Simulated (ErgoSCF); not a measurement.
# CH2F (SMILES [CH2]F): a chain of runs

Aim: the energy (UKT2/pc-0), then a single-point energy (UKT2/pc-1), then the energy (UKT2/pc-2) of CH2F. 

Program for the calculation: ErgoSCF 3.8.

8 further runs of the same task are left out: 8 set aside as unsound or not needed. Runs told in other sessions of the task aren't counted.

## Step 1: Starting point

The species is CH2F (4 atoms), meant as a doublet with charge 0. SMILES: `[CH2]F`. Geometry: relaxed at PBE0-D4/def2-TZVP.

Bond lengths: C1–F2 1.331 Å, C1–H3 1.082 Å, C1–H4 1.082 Å. Angles: F2–C1–H3 115.1°, F2–C1–H4 115.1°, H3–C1–H4 124.6°.

## Step 2: A single-point energy at UKT2/pc-0 (run 1)

input.ego reads:

```
set_nthreads(1)
molecule_inline
C   -0.05688076  -0.10884822  -0.24774309
F    1.79523982   1.31146993   0.68899415
H   -1.78938167   0.89251765  -0.66612846
H    0.05102261  -2.09513935   0.22487741
EOF
tmpdir = "."
scf.convergence_threshold = 1e-06
scf.use_diagonalization = 1
basis = "pc-0"
spin_polarization = 1
scf.output_mulliken_pop = 1
scf.max_number_of_iterations = 70
charge = 0
run "KT2"
```

The basis set pc-0 is read from a file made from the Basis Set Exchange's data (not shown).

The run is started by

```console
$ ergo input.ego
```

The program printed:

```text
[...]
INDF Weighted mixed functional:
[...]
INSC Energy   1 =        -77.68818393361
[...]
INDE E_LUMO =         -0.07863166426
[...]
INSC Energy  15 =       -140.57365483154  ( diff     -0.000000000004917 )
[...]
RESC CONVERGED after  15 iterations.
RESC FINAL ENERGY:       -140.57365483154
RESC FINAL <S2> =          0.75328051684
[...]
INSC SCF: dipole_moment_x [atomic units] =      -0.48249478
INSC SCF: dipole_moment_y [atomic units] =      -0.31619342
INSC SCF: dipole_moment_z [atomic units] =      -0.06365102
[...]
```

It took 1.6 s on 1 thread of Arm Neoverse N1, shared host; peak memory 0.26 GiB.

## Step 3: A single-point energy at UKT2/pc-1 (run 2)

input.ego, as its differences from that of step 2:

```diff
@@ -10,3 +10,3 @@
 scf.use_diagonalization = 1
-basis = "pc-0"
+basis = "pc-1"
 spin_polarization = 1
```

The basis set pc-1 is read from a file made from the Basis Set Exchange's data (not shown).

The run is started by

```console
$ ergo input.ego
```

The program printed:

```text
[...]
INDF Weighted mixed functional:
[...]
INSC Energy   1 =        -57.07225670473
[...]
INDE E_LUMO =         -0.08410124470
[...]
INSC Energy  25 =       -140.98543453238  ( diff     -0.000000000220382 )
[...]
RESC CONVERGED after  25 iterations.
RESC FINAL ENERGY:       -140.98543453238
RESC FINAL <S2> =          0.75389995825
[...]
INSC SCF: dipole_moment_x [atomic units] =      -0.42165615
INSC SCF: dipole_moment_y [atomic units] =      -0.27554302
INSC SCF: dipole_moment_z [atomic units] =      -0.05301476
[...]
```

Wall time 6.6 s (1 thread of Arm Neoverse N1, shared host); peak memory 0.26 GiB.

## Step 4: A single-point energy at UKT2/pc-2 (run 3)

input.ego, as its differences from that of step 3:

```diff
@@ -10,3 +10,3 @@
 scf.use_diagonalization = 1
-basis = "pc-1"
+basis = "pc-2"
 spin_polarization = 1
```

The basis set pc-2 is read from a file made from the Basis Set Exchange's data (not shown).

The run is started by

```console
$ ergo input.ego
```

The program printed:

```text
[...]
INDF Weighted mixed functional:
[...]
INSC Energy   1 =        -22.81139171835
[...]
INDE E_LUMO =         -0.08977072012
[...]
INSC Energy  14 =       -141.07945233093  ( diff     -0.000000000009663 )
[...]
RESC CONVERGED after  14 iterations.
RESC FINAL ENERGY:       -141.07945233093
RESC FINAL <S2> =          0.75434977762
[...]
INSC SCF: dipole_moment_x [atomic units] =      -0.40623023
INSC SCF: dipole_moment_y [atomic units] =      -0.26315760
INSC SCF: dipole_moment_z [atomic units] =      -0.04335185
[...]
```

Run time: 37 s. Hardware: 1 thread of Arm Neoverse N1, shared host; peak memory 0.26 GiB.

## Step 5: Results

| quantity | value |
| --- | --- |
| run 1, UKT2/pc-0: total energy | -140.57365 Eh |
| run 1, UKT2/pc-0: dipole moment | 1.48 D |
| run 1, UKT2/pc-0: ⟨S²⟩ | 0.753 |
| run 2, UKT2/pc-1: total energy | -140.98543 Eh |
| run 2, UKT2/pc-1: dipole moment | 1.29 D |
| run 2, UKT2/pc-1: ⟨S²⟩ | 0.754 |
| run 3, UKT2/pc-2: total energy | -141.07945 Eh |
| run 3, UKT2/pc-2: dipole moment | 1.24 D |
| run 3, UKT2/pc-2: ⟨S²⟩ | 0.754 |

In words: Mulliken charges (run 1, UKT2/pc-0) run from -0.22 on C1 to +0.20 on H3. Mulliken charges (run 2, UKT2/pc-1) run from -0.25 on F2 to +0.10 on H4; they depend strongly on the basis.
